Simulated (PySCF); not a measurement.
Level of theory: PySCF with TPSSh-D3(BJ)/def2-TZVP // CAM-B3LYP-D3(BJ)/def2-TZVP. Isolated molecules, 0 K electronic values unless said otherwise. 

Reference species (SMILES): `Cl[SiH](Cl)Cl` (neutral, multiplicity 1).

```json
{
 "LUMO": "-0.46 eV",
 "HOMO–LUMO gap": "8.19 eV"
}
```

Changed species: `[SiH4]` (4 of 4 Cl replaced by H; the reference has 1 of 4 Cl replaced by H).

### Question
Give the shifts of the LUMO and HOMO–LUMO gap.

### Answer
the LUMO rises by 1.26 eV, to 0.80 eV; the HOMO–LUMO gap rises by 1.92 eV, to 10.11 eV.
